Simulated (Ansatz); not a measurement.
# Structure relaxation of Mg2As

All numbers below come from DFT PBE, scalar-relativistic, plane waves, PAW in Ansatz 0.2.0. Cutoff 420 eV, Γ-centred k mesh, Gaussian smearing, no spin polarisation in the final step.

Mg2As was placed on the tetragonal zirconia structure type (P4_2/nmc, No. 137), with As in place of Zr, Mg in place of O, at a guessed volume.

```
Mg As
1.0
     4.51504    0.00000    0.00000
     0.00000    4.51504    0.00000
     0.00000    0.00000    6.49993
Mg As
4 2
Direct
  0.00000 0.50000 0.20300
  0.00000 0.50000 0.70300
  0.50000 0.00000 0.29700
  0.50000 0.00000 0.79700
  0.00000 0.00000 0.00000
  0.50000 0.50000 0.50000
```

Cell and atoms relax at zero pressure; the relaxation can't lower the symmetry of the start. After a coarse first stage the cell is made exact in the group found at 0.06 Å.

The zero of energy is the elements' standard structures at the same level; no fitted shifts are applied.

Q: Describe the relaxed structure.

A: It ends in Fm-3m (No. 225). The result has the fluorite structure. Conventional cell: a = 6.519 Å. Mg has 4 As at 2.82 Å and 6 Mg at 3.26 Å; As is coordinated by 8 Mg at 2.82 Å.

```
Mg As
1.0
     0.00000    3.25947    3.25947
     3.25947    0.00000    3.25947
     3.25947    3.25947    0.00000
Mg As
2 1
Direct
  0.25000 0.25000 0.25000
  0.75000 0.75000 0.75000
  0.00000 0.00000 0.00000
```

Q: What are its volume, energy, density and gap?

A: The volume per atom is 23.09 Å³, the density is 2.96 g/cm³ and the energy over the elements is -0.30 eV/atom. The gap on the 14×14×14 mesh is 0 eV (a metal).

The final run used a 14×14×14 mesh on its 3-atom cell and 0.10 eV smearing. For metals, differences of a few meV/atom aren't resolved. Symmetry constrained the relaxation, so the result can be a saddle point. The steps took of the order of 100 core-seconds in all.

Cost: 3 runs of about 1.7 core-minutes in all, on AMD EPYC 7B13 (Zen 3) (shared hosts).